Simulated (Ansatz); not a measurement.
`O=CCCl` + `OC1=CC1` → `OC1=C(CCl)C1` + `C=O`  (formal exchange of groups at a C–C bond)

Computed with Ansatz on PBE0-D4/def2-TZVP structures; ΔE is electronic, products minus reactants. CCSD(T)/CBS adds triple-zeta CCSD(T) − MP2 to the extrapolated MP2 energy (def2 sets, frozen cores). This one scheme is used for every species. Functionals use def2-TZVPP. B3LYP here is the variant with VWN-RPA as its local correlation; programs differ in this. One conformer a species, not always the lowest.

`O=CCCl`:

```xyz
7

O     1.173    1.376   -0.534
C     0.823    0.371    0.011
C    -0.605   -0.115   -0.032
Cl   -0.681   -1.881    0.099
H     1.521   -0.261    0.596
H    -1.083    0.202   -0.957
H    -1.148    0.308    0.817
```

`OC1=CC1`:

Z-matrix (Å, degrees):
```
C
C 1 1.475
C 1 1.528 2 50.7
H 1 1.094 2 120.0 3 105.2
H 1 1.094 2 120.0 3 -105.3
O 2 1.327 1 144.6 3 -180.0
H 3 1.074 1 144.3 2 -180.0
H 6 0.962 2 108.6 1 -0.0
```

`OC1=C(CCl)C1`:

```xyz
11

O    -1.831   -1.313   -0.697
C    -0.819   -0.708   -0.092
C     0.189    0.091   -0.166
C     1.063    1.025   -0.857
Cl    0.848    2.711   -0.247
C    -0.113   -0.533    1.192
H    -2.278   -1.881   -0.061
H     0.853    1.053   -1.925
H     2.116    0.794   -0.699
H     0.530   -1.328    1.579
H    -0.559    0.089    1.972
```

`C=O`:

```xyz
4

C    -0.004    0.000   -0.003
O     0.956    0.011    0.709
H    -0.332   -0.917   -0.533
H    -0.621    0.906   -0.173
```

```csv
level,ΔE (kJ/mol),difference from CCSD(T)/CBS
PBE-D4,6.6,-2.8
PBE0-D4,8.1,-1.3
B3LYP-D4,5.6,-3.8
ωB97X-V,11.6,2.2
PBE0,10.6,1.2
B3LYP,9.4,0.0
HF/def2-TZVPP,12.5,3.1
MP2/def2-TZVPP,4.4,-5.0
SCS-MP2/def2-TZVPP,4.9,-4.5
HF/def2-QZVPP,12.6,3.2
CCSD(T)/CBS,9.4,0
```

Largest T1 diagnostic among the species: 0.015.

The D4 term adds −3.8 kJ/mol with B3LYP and −2.5 kJ/mol with PBE0; it sums over pairs of atoms, weighted by their polarisabilities, and B3LYP, whose exchange is more repulsive, gets the larger term. In def2-TZVPP, CCSD(T) changes the Hartree–Fock value by −4.9 kJ/mol (the triples alone add −1.1 kJ/mol) and MP2 by −8.2 kJ/mol.
